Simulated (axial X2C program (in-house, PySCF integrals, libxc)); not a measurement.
# Photoelectron levels of BH by EOM-IP-CCSD

Calculated with an in-house all-electron X2C program for linear molecules (integrals from PySCF): two-component X2C with atomic mean-field Coulomb and Gaunt terms, Gaussian nuclei, basis B dyall-v3z, H dyall-v3z with contracted cores.

R = 1.191 Å (0.960 times 1.241 Å, the PBE0 minimum at charge 0 for the lowest determinant).

Vertical ionisation energies of BH to the states of BH⁺:

| Ω of BH⁺ | vertical IE (eV) | above lowest (cm⁻¹) | ionised spinor | one-hole weight |
| --- | --- | --- | --- | --- |
| 1/2 | 9.758 | 0 | 57% B pσ, 32% B sσ, 7% H sσ | 0.95 |
| 1/2 | 17.619 | 63403 | 48% H sσ, 37% B sσ, 9% B pσ | 0.91 |

This point took 0.31 s on 1 thread of Intel(R) Xeon(R) Processor @ 2.30GHz, on a shared host.

Reference electrons by ω block (each with its −ω partner): 1/2: 3. 4 electrons of BH correlated (inner shells frozen), 64 natural virtual spinors (a truncated set); levels can be off by some tenths of an eV. Roots sought by Ω: (1/2: 4, 3/2: 3, 5/2: 1); the list ends where they run out and leaves out roots under 60 % one-particle weight. The solver can skip a root, and states that need a further excitation, which the method places far too high, are missing though they may lie low or lowest. T1 of the reference 0.013 (Lee–Taylor). Number of frozen shells: B 1 s; H none.
